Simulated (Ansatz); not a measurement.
## Could ZrRe₂ exist in this structure?

Plane-wave DFT in Ansatz with scalar-relativistic PAW potentials. The crystal relaxes under PBEsol to P6_3/mmc with a = 5.243 Å, c = 8.605 Å, 17.07 Å³/atom. No spin polarisation.

```
Zr Re
1.0
     5.24282    0.00000    0.00000
    -2.62141    4.54042    0.00000
     0.00000    0.00000    8.60529
Zr Re
4 8
Direct
  0.33333 0.66667 0.06196
  0.66667 0.33333 0.56196
  0.33333 0.66667 0.43804
  0.66667 0.33333 0.93804
  0.82880 0.65759 0.25000
  0.17120 0.82880 0.75000
  0.34241 0.17120 0.25000
  0.17120 0.34241 0.75000
  0.82880 0.17120 0.25000
  0.65759 0.82880 0.75000
  0.00000 0.00000 0.00000
  0.00000 0.00000 0.50000
```

Question: Test it against the elements, against displacements at the zone centre and against strain.

Answer:
- Energy over the elements: -0.351 eV/atom (PBEsol, standard states in the same functional, gases uncorrected)
- Optical modes at Γ: all 33 real, 80 to 248 cm⁻¹ (PBEsol, no gap at this level, so no LO-TO term)
- Least eigenvalue of the elastic tensor: 65 GPa (PBEsol, smearing 0.15 eV on a cell relaxed with it; where the run has no gap this value hangs on mesh and smearing)

It passes all three tests. So it is a local minimum against everything tried and bound against the elements. Modes at other wave vectors, other structures and decomposition into other compounds weren't tested here.

Spin-orbit coupling is left out, which matters for the bands of heavy elements.

Cost: 3 runs of about 81 core-minutes in all, on Arm Neoverse V2 (shared hosts).